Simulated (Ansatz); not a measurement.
[BH2···H···SiH], doublet along the distance B1-H4

Starting geometry:

```xyz
6

B    -2.2973    0.0347    0.0000
H    -2.8940    1.0683    0.0000
H    -2.8940   -0.9988    0.0000
H    -1.1038    0.0347    0.0000
Si    1.0787    0.0347    0.0000
H     1.4751   -1.4448    0.0000
```

From there H4 is moved from one fragment to the other while all else, the fragments' distance too, stays fixed; atoms are numbered as listed. Energies are in eV, counted from the starting geometry at the same level.

Basis cc-pVDZ; Ansatz 0.2.0. Correlated methods freeze the noble-gas cores. Prefix R: restricted or restricted open-shell reference; prefix U: unrestricted.

Unrestricted rows (U) aren't spin-pure: their determinants' ⟨S²⟩ exceeds S(S+1) by up to 0.11, so they mix in states of higher spin. A value is left out where its run failed or describes another state than the reference as far as symmetry and spin tell, or, spin-broken singlets apart, can't be checked.

Full CI isn't at hand for all of this; UCCSDT(Q) serves as the reference, and is uncertain by about the last step of the cluster series. The frozen core follows each run's orbitals, which can shift R against U totals by a few meV.

```tsv
distance B1-H4 (Å)	UCCSDT(Q)	error RHF	error RMP2	error UMP2	error RCCSD	error UCCSD	error RCCSDT(Q)
1.110	0.141	-0.038	-0.007	-0.007	-0.007	-0.007	0.000
1.194	0.000	0.000	0.000	0.000	0.000	0.000	0.000
1.300	0.066	0.058	0.012	0.012	0.012	0.012	0.000
1.406	0.289	0.130	0.030	0.030	0.028	0.029	0.000
1.512	0.588	0.220	0.058	0.059	0.052	0.052	0.001
1.618	0.912	0.338	0.102	0.141	0.087	0.091	0.002
1.724	–	–	–	–	–	–	–
1.830	–	–	–	–	–	–	–
1.936	–	–	–	–	–	–	–
```

Errors are those of relative energies. In total energy the starting point itself misses UCCSDT(Q) by: RHF 5.944, RMP2 1.415, UMP2 1.435, RCCSD 0.143, UCCSD 0.140, RCCSDT(Q) 0.000 eV.

Spread of the error over the points with a reference, to 1.618 Å (largest less smallest): RCCSDT(Q) 0.002, RCCSD 0.094, UCCSD 0.098, RMP2 0.109, UMP2 0.148, RHF 0.375 eV.
